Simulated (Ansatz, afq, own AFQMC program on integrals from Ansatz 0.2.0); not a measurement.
# In, doublet: AFQMC among the cluster methods

A free In atom.

Basis def2-TZVP with its core potentials. Only valence electrons are correlated. AFQMC by an in-house program on the Cholesky factors that Ansatz 0.2.0 writes for its CCSD(T) run. ph-AFQMC/CISD is guided by a CISD state made of CCSD amplitudes; releasing the constraint for a short imaginary time cuts its bias at the price of noise, slowly where states lie close. Free AFQMC starts from the CCSD state and is never constrained. Its projection time is finite, and what remains of the start isn't in its error. Error bars are statistical, one sigma. No spin–orbit coupling.

Determinant: UHF, the one that the program's search chose, which needn't be the lowest solution.

Full CI on the same integrals is exact in this basis and with this determinant's frozen core.

Cautions: no spin-orbit coupling; inner d shell frozen.

The T1 diagnostic is 0.0127 and the weight of the determinant in the CISD state is 0.946. The ⟨S²⟩ of the determinant is 0.763 and the size of the correlated space is 3 electrons in 41 orbitals.

| level | correlation energy (eV) |
| --- | --- |
| MP2 | -0.8140 |
| CCSD | -1.1269 |
| CCSD(T) | -1.1468 |

Question: Estimate where full CI lies against CCSD(T) on the same integrals.

Answer: 0.7 kJ/mol below CCSD(T).

Reference: full CI, correlation energy -1.154 eV. The released energy is read at 2.40 1/Eh (meV from the phaseless value at times in 1/Eh: 0.3 ± 1.6 at 0.24, -1.6 ± 1.5 at 0.51, -2.8 ± 1.8 at 0.99, -4.8 ± 1.6 at 1.62, -3.3 ± 1.6 at 2.40).

```
         level  E − E(reference) (kJ/mol)  share of correlation (%)
       CCSD(T)                        0.7                     99.40
   ph-AFQMC/HF                  7.5 ± 1.5                     93.28
 ph-AFQMC/CISD                  0.4 ± 0.2                     99.65
released AFQMC                  0.1 ± 0.2                     99.93
    free AFQMC                  0.0 ± 0.1                     99.97
```

Free projections are given only where their last times agree within the noise and don't stop above the reference; a slow remainder of the start can still hide under it. A walk keeps the symmetry of its determinant, which the program's search chose and which needn't be the lowest solution, so a lower state of the same spin and another symmetry isn't excluded. Released energies are given only where the last usable release times agree within the noise; a slower fall can still hide under it.
